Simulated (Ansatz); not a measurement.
# BHO (triplet): from Hartree-Fock to the top rungs, 6-31G

How much of the correlation energy of BHO (triplet) does each wave-function method recover here?

Computed with Ansatz 0.2.0, Gaussian basis. Level: 6-31G, core rule «outside noble gas», up to 2 orbitals frozen.

To be run: UHF; CCSD(T) on ROHF; CCSD(T) on UHF; BCCD(T) on ROHF; CISD; CCSDT(Q) on ROHF; CCSDT(Q) on UHF; CISDTQ; CCSDTQ on ROHF; CCSDTQ on UHF; CASSCF and MRCISD+Q, 10 electrons in 9 orbitals; CASSCF and NEVPT2, 10 electrons in 9 orbitals.

5 further runs of the same task are left out: 5 set aside as unsound or not needed.

### 1 The system

The geometry is a PBE0/def2-TZVP stationary point (not a proven minimum) of the parent state, kept for this charge and spin.

3 atoms, charge 0, spin multiplicity 3.

Atoms are counted from 1 here; the program's logs count them from 0.

Bond lengths: B1–O2 1.272 Å, O2–H3 0.952 Å. Angles: B1–O2–H3 180.0°.

### 2 UHF

Input file in.yaml:

```yaml
crystal:
  periodic: [false, false, false]
  atoms:
    - {symbol: B, position_ang: [0.000000, 0.000000, 1.165459]}
    - {symbol: O, position_ang: [0.000000, 0.000000, -0.106612]}
    - {symbol: H, position_ang: [0.000000, 0.000000, -1.058847]}
basis:
  gaussian: {orbitals: 6-31G}
magnetization: {spin_polarized: true, initial_magnetization: 2}
hamiltonian: {xc: hf}
output: {orbitals: {seedname: orbitals}}
```

Run with:

```bash
$ ansatz run in.yaml --threads 1 --pin off --events-out ev --progress --plain --max-ram 2393MiB
```

The runs that follow: CCSD(T) on ROHF; CCSD(T) on UHF; BCCD(T) on ROHF; CISD; CCSDT(Q) on ROHF; CCSDT(Q) on UHF; CISDTQ; CCSDTQ on ROHF; CCSDTQ on UHF; CASSCF and MRCISD+Q, 10 electrons in 9 orbitals; CASSCF and NEVPT2, 10 electrons in 9 orbitals.

**Question.** What will the summary of the whole plan be? Wanted: UCCSDTQ from the RHF energy; RMP2 from UCCSDTQ; UMP2 from UCCSDTQ; RCCSD from UCCSDTQ; RCCSD(T) from UCCSDTQ; UCCSD(T) from UCCSDTQ; RCCSDT(Q) from UCCSDTQ; UCCSDT(Q) from UCCSDTQ; NEVPT2 valence from UCCSDTQ.

The runs gave:

```
                         quantity                                                                                                 value
      UCCSDTQ from the ROHF energy                                                                                            -4.1303 eV
                RMP2 from UCCSDTQ                                                                                            +301.3 meV
                UMP2 from UCCSDTQ                                                                                            +281.0 meV
               RCCSD from UCCSDTQ                                                                                             +94.2 meV
            RCCSD(T) from UCCSDTQ                                                                                             +20.4 meV
            UCCSD(T) from UCCSDTQ                                                                                             +20.2 meV
           RCCSDT(Q) from UCCSDTQ                                                                                              -0.1 meV
           UCCSDT(Q) from UCCSDTQ                                                                                              -1.5 meV
      NEVPT2 valence from UCCSDTQ                                                                                            +377.3 meV
    MRCISD+Q valence from UCCSDTQ                                                                                             +28.0 meV
levels within 1 kcal/mol (43 meV)  RCCSD(T), UCCSD(T), BCCD(T), RCCSDT, UCCSDT, CISDTQ, RCCSDT(Q), UCCSDT(Q), RCCSDTQ, MRCISD+Q valence
                    T1 diagnostic                                                                                                 0.022
   effectively unpaired electrons                                                                                                  2.01
```

What this shows: RCCSD(T) misses by +20.4 meV, 0.5 % of the correlation energy. One determinant dominates. Of the multireference levels listed MRCISD+Q valence comes nearest in total energy (+28.0 meV), which doesn't show that its space is the better one. These misses are within one basis, not against nature; the frozen cores of restricted and unrestricted runs differ, which can shift their rows.

With open shells the CI space here admits some triples and quadruples, so it is larger than plain CISD.
